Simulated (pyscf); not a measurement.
H₃C–CH₂–CH₃ (SMILES CCC) + •HC=CH₂ (SMILES [CH]=C) → •H₂C–CH₂–CH₂–CH₂–CH₃ (SMILES [CH2]CCCC), an insertion (doublet surface; C–H broken, C–C, C–H formed). PySCF, gas phase, ωB97X-D3(BJ)/def2-SVP geometries. Energies in kcal/mol from the separated reactants.

Small-basis levels: PySCF, no dispersion term, spherical d functions. Open shells are spin-unrestricted. 

Task: In single points BP86/6-31G* puts the saddle at 47.6 kcal/mol and the reaction energy at -34.6 kcal/mol. Should these be trusted to within a few kcal/mol? Compare with ωB97M-D3(BJ)/def2-TZVP.

Result: ωB97M-D3(BJ)/def2-TZVP gives ΔE‡ = 50.3 kcal/mol and ΔE = -35.0 kcal/mol. BP86/6-31G* lies 2.7 kcal/mol under it in the barrier and 0.3 kcal/mol over it in the reaction energy, so on this step it holds to within 3.0 kcal/mol. ωB97M-D3(BJ)/def2-TZVP has limits of its own. From the product side, H₂C=CH–CH₂–CH₂–CH₃ + H• lies, by one bond made or cut, 48.0 kcal/mol under this saddle at ωB97M-D3(BJ). •H₂C–CH₂–CH₂–CH₂–CH₃ lies 6.6 kcal/mol over its isomer H₃C–CH₂–C•(CH₃)–CH₃, and others may lie lower still (electronic energy, ωB97M-D3(BJ)). One saddle was located; it need not be the lowest between these sides.
